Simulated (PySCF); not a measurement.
## How methods differ on the ionisation energy of S

S [Ne] 3s2 3p4 (3P) → S⁺ [Ne] 3s2 3p3 (4S), as a difference of total energies. Computed with PySCF 2.14 in aug-cc-pCVTZ-DK with one added diffuse shell each of s, p, d, f type (9s8p6d4f, 91 functions), with scalar relativity by spin-free X2C-1e. Correlated levels: valence: [Ne] frozen; valence and next inner shell: 1s2 frozen; nothing frozen. The calculations carry no spin-orbit coupling.

| method | ionisation energy (eV) |
| --- | --- |
| UHF | 9.222 |
| LDA | 10.555 |
| PBE | 10.420 |
| PBE0 | 10.393 |
| r2SCAN | 10.363 |
| BP86 | 10.593 |
| PW91 | 10.481 |
| B97-3 | 10.460 |
| CAM-B3LYP | 10.530 |
| MP2 (valence) | 9.991 |
| SCS-MP2 (valence) | 10.072 |
| MP2 (valence and next inner shell) | 9.998 |
| SCS-MP2 (valence and next inner shell) | 10.074 |
| MP2 (all electrons) | 9.999 |
| SCS-MP2 (all electrons) | 10.075 |

Question: How much does correlation contribute at MP2 (all electrons)?

Answer: 9.999 − (9.222) = 0.777 eV, measured against UHF.

A first-order spin-orbit estimate (lowest level to lowest level, LS coupling) adds 0.023 eV.

Errors of the correlated levels include the incompleteness of this basis and the frozen core.

For comparison: 10.360 eV (measured; NIST Atomic Spectra Database, ionization energies).
